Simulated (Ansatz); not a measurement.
For α-quartz (SiO2), PBE-D3(BJ) (Ansatz, an electronic-structure program, plane waves, PAW) gives:

```
Item                             Result
------------------------------  -------
equilibrium lattice constant a  4.918 Å
lattice parameter c             5.423 Å
```

**Question.** What does HSE06 in Ansatz (PAW) give for the same quantities?

**Answer.** 
- lattice constant a: 4.981 Å (increases by 1.3 %)
- lattice parameter c: 5.464 Å (rises by 0.8 %)

For comparison: lattice constant a 4.914 Å (measured, 298 K, no zero-point or thermal correction; as tabulated in Sutter and Yavaş (2016), arXiv:1612.07049); lattice parameter c 5.405 Å (measured, 298 K, not corrected to a static lattice; as tabulated in Sutter and Yavaş (2016), arXiv:1612.07049).

Changes are worked out from the printed values.

Unless a cell is named, each level is at its own relaxed cell (PBE-D3(BJ) 12.62, HSE06 13.04 Å³/atom).

Ansatz's density-functional and Hartree–Fock values are scalar-relativistic unless marked +SOC, with PAW data made under PBE.
